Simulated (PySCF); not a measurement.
Compound: C₃H₃ (charge +1).
Structure used (PBE0-D3(BJ)/def2-SVP), in Å, numbered top down from 1:
```xyz
6
C3H3 angstrom
C     -0.5450   -0.5666   -0.0003
C     -0.2172    0.7572   -0.0182
C      0.7653   -0.1885   -0.0030
H     -1.3038   -1.3548    0.0094
H     -0.5203    1.8083   -0.0340
H      1.8273   -0.4516    0.0030
```

Method used: core-valence-separated Tamm–Dancoff BHandHLYP/aug-pcX-1 (pcseg-1 on H) in PySCF, non-relativistic, gas phase, PBE0-D3(BJ)/def2-SVP geometry. No empirical shift is added; at this level the pattern usually sits a few eV under experiment.

The lowest roots of each edge with f over 0.003 (five at most, numbered afresh; weaker and dark ones are left out), with transition dipoles (au) in the frame of the coordinates:

```
root  edge  E (eV)       μx       μy       μz
   1     C  282.70   0.0004  -0.0027  -0.1914
   2     C  289.54  -0.0604   0.0024  -0.0002
   3     C  289.54  -0.0024  -0.0603   0.0009
   4     C  289.76   0.0956  -0.0161   0.0004
   5     C  289.76   0.0161   0.0957  -0.0013
```

**Question.** What are the oscillator strengths?

**Answer.** f = (2/3) ΔE |μ|², with ΔE in hartree (27.2114 eV):

| root | ΔE (Eh) | \|μ\|² (au) | f | core hole on |
| --- | --- | --- | --- | --- |
| 1 | 10.3890 | 0.036644 | 0.254 | C1/C2/C3 |
| 2 | 10.6404 | 0.003656 | 0.026 | C1/C2/C3 |
| 3 | 10.6404 | 0.003644 | 0.026 | C1/C2/C3 |
| 4 | 10.6484 | 0.009399 | 0.067 | C1/C2/C3 |
| 5 | 10.6484 | 0.009418 | 0.067 | C1/C2/C3 |

**Question.** What is the unit vector of the normal of the molecular plane, and which share of each root's |μ|² lies along it?

**Answer.** (0.00, 0.01, 1.00), up to sign.

| root | core hole on | share along it | final orbital under reflection in the plane |
| --- | --- | --- | --- |
| 1 | C1/C2/C3 | 1.00 | odd |
| 2 | C1/C2/C3 | 0.00 | even |
| 3 | C1/C2/C3 | 0.00 | even |
| 4 | C1/C2/C3 | 0.00 | even |
| 5 | C1/C2/C3 | 0.00 | even |

The 1s orbitals of atoms in the plane are even under the reflection, so light polarised along the normal reaches odd orbitals alone (the out-of-plane π set) and light polarised in the plane even ones.

**Question.** For fixed molecules, how does the intensity of root 1 change when the electric field is turned 60° away from the normal of the molecular plane?

**Answer.** Intensity goes as (E·μ)², and μ lies along that direction, so it falls to cos²60° = 0.25 of its maximum; it vanishes at 90°.

**Question.** Molecules are fixed in this frame and the field points along z. What effective strengths 3 f cos²θ do the roots have (θ between field and μ)?

**Answer.** root 1 (C1/C2/C3): 0.761, root 2 (C1/C2/C3): 0.000, root 3 (C1/C2/C3): 0.000, root 4 (C1/C2/C3): 0.000, root 5 (C1/C2/C3): 0.000. Root 1 is the strongest. Averaged over all orientations cos²θ is 1/3, which gives f back. For degenerate partners only the sum has meaning, as the program may mix them freely.

